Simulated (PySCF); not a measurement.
hydrogen fluoride (FH), SMILES F.

Coordinates come from a B3LYP-D3(BJ)/def2-TZVPD optimisation.

Lowest vertical singlet excitation by several levels in PySCF, with rough processor times relative to the cheapest run on one machine. Each run also gave further roots (ADC and EOM-CCSD ionised and attached states too); roots are paired by order and the bases differ. EOM-CCSD serves as a yardstick, not as the true value; all levels that ended soundly for this molecule are listed, with differences from unrounded values.

```tsv
level	relative cost	S1 (eV)	S1 minus EOM-CCSD (eV)
TDA-PBE/def2-TZVPD	1	9.24	-0.99
TDA-CAM-B3LYP/def2-TZVPD	2	9.90	-0.32
TDA-ωB97X/def2-TZVPD	2	10.26	0.03
EOM-CCSD/aug-cc-pVDZ	2	10.22	0.00
ADC(3)/aug-cc-pVDZ	5	10.88	0.66
```
